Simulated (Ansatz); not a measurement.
We consider hcp Co, described by revPBE in Ansatz (plane waves, PAW).

Run with plane-wave cutoff 520 eV, 24×24×14 k mesh (along the axes of the cell as run), Fermi–Dirac smearing 0.05 eV, spin-polarised with parallel moments, scalar-relativistic PAW data made under PBE.

Computed at the level's own relaxed cell.

### Question
Predict the bulk modulus, magnetic moment per atom (the cell's total over its atoms), pressure derivative B′ of the bulk modulus, c axis length and equilibrium lattice constant a.

### Answer

* **bulk modulus**: 202 GPa
* **magnetic moment per atom (the cell's total over its atoms)**: 1.63 μB
* **pressure derivative B′ of the bulk modulus**: 4.7
* **c axis length**: 4.061 Å
* **equilibrium lattice constant a**: 2.510 Å

The run finds no gap.

Measured, for comparison: bulk modulus 193 GPa (zero-point energy and finite temperature contributions removed, our sources range from 193 to 198; as tabulated in doi:10.1021/acs.jctc.3c00612); lattice parameter c 4.07 Å, lattice constant a 2.507 Å (293 K, no zero-point or thermal correction; as tabulated in Wikipedia's data pages). Computed (rounded) less measured: bulk modulus +5 % (+2 % to +5 % over the range), lattice parameter c -0.2 %, lattice constant a +0.1 %.

Note: the bulk modulus comes from volumes at which shape and atoms were relaxed.

Moments are spin moments.

The computed numbers hold no vibrational or temperature effects.

The result took about 6 core-minutes (a rough figure).

Ansatz is a quantum-chemistry and plane-wave program.
